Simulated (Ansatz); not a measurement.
Consider GaP in the zinc blende structure (space group F-43m, No. 216).

Space group F-43m (No. 216); a = b = c = 5.4514 Å, α = β = γ = 90.00°

| atom | site | symmetry | x | y | z |
|---|---|---|---|---|---|
| P | 4c | -43m | 0.2500 | 0.2500 | 0.2500 |
| Ga | 4a | -43m | 0.0000 | 0.0000 | 0.0000 |
(The calculation used a cell of 2 atoms; values per cell refer to that cell.)

Method: plane-wave PAW DFT at the r2SCAN level (Ansatz, an electronic-structure program, 500 eV), no SOC.

Modification: full substitution P → As, then cell and atoms are relaxed.

Measured band gap: GaP 2.43 eV (static lattice; corrected from measurement; as listed in Wei Chen et al., Physical Review Materials (2018)); GaAs 1.57 eV (static lattice; corrected from measurement; as listed in Wei Chen et al., Physical Review Materials (2018)).

Measured lattice parameter a: GaP 5.439 Å (static lattice; corrected from measurement; as listed in Daniel Mejia-Rodriguez, S. B. Trickey, Phys. Rev. B (2018)); GaAs 5.64 Å (static lattice; corrected from measurement; as listed in Daniel Mejia-Rodriguez, S. B. Trickey, Phys. Rev. B (2018)).

How well does r2SCAN reproduce the measured shift?

With r2SCAN the band gap moves by -0.89 eV (1.85 → 0.96) against -0.86 eV measured; the lattice parameter a moves by +0.215 Å (5.451 → 5.667) against +0.201 Å measured.

Whether these cells are dynamically stable was not tested.
